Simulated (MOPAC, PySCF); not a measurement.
Bond stretch in SMILES O=CO, singlet. The C2–H5 bond (C2 also carries O, O; H5 carries nothing else) is varied alone, starting from the PBE0/def2-TZVP optimised geometry. Each curve is given relative to its own lowest point near equilibrium.

| R / Å | A | B | C | D |
|---|---|---|---|---|
| 0.87 | 57.2 | 29.3 | 56.9 | 57.2 |
| 0.93 | 28.1 | 15.4 | 28.0 | 28.1 |
| 0.99 | 11.0 | 6.3 | 10.9 | 11.0 |
| 1.04 | 3.3 | 1.9 | 3.3 | 3.3 |
| 1.06 | 1.6 | 0.8 | 1.5 | 1.6 |
| 1.10 | 0.0 | 0.0 | 0.0 | 0.0 |
| 1.14 | 0.5 | 0.6 | 0.5 | 0.5 |
| 1.15 | 0.9 | 1.0 | 0.9 | 0.9 |
| 1.20 | 4.1 | 4.0 | 4.2 | 4.1 |
| 1.26 | 10.3 | 9.8 | 10.5 | 10.3 |
| 1.35 | 22.7 | 22.3 | 23.1 | 22.7 |
| 1.49 | 45.3 | 47.5 | 46.1 | 45.3 |
| 1.65 | 71.8 | 80.1 | 75.2 | 71.7 |
| 1.81 | 97.6 | 112.5 | 114.4 | 96.0 |
| 1.99 | 122.2 | 145.5 | 136.5 | 119.4 |
| 2.20 | 142.5 | 177.9 | 148.6 | 141.3 |
| 2.41 | 153.3 | 203.5 | 154.2 | 157.7 |
| 2.71 | 159.3 | 230.4 | 157.6 | 173.8 |
| 2.98 | 161.0 | 247.3 | 158.8 | 182.8 |
| 3.34 | 161.9 | 262.7 | 159.5 | 190.0 |
| 3.81 | 162.3 | 280.6 | 159.8 | 194.7 |

Energies in mEh.

Question: Which curve belongs to which method? The methods are PM6, restricted, heats of formation run with MOPAC; CCSD on RHF/cc-pVDZ, 3 core orbitals frozen (PySCF 2.14.0); CCSD on UHF/cc-pVDZ, 3 core orbitals frozen in PySCF; MP2 on UHF/cc-pVDZ, 3 core orbitals frozen run with PySCF 2.14.0.

Answer: A is UCCSD; B is PM6; C is UMP2; D is RCCSD.

The restricted form behind PM6 keeps the bonding electrons paired and can't separate into open-shell fragments. The unrestricted determinant behind UCCSD, UMP2 is spin-contaminated at 1.65 to 3.81 Å (<S²> up to 1.0, against 0.00 for a pure singlet).
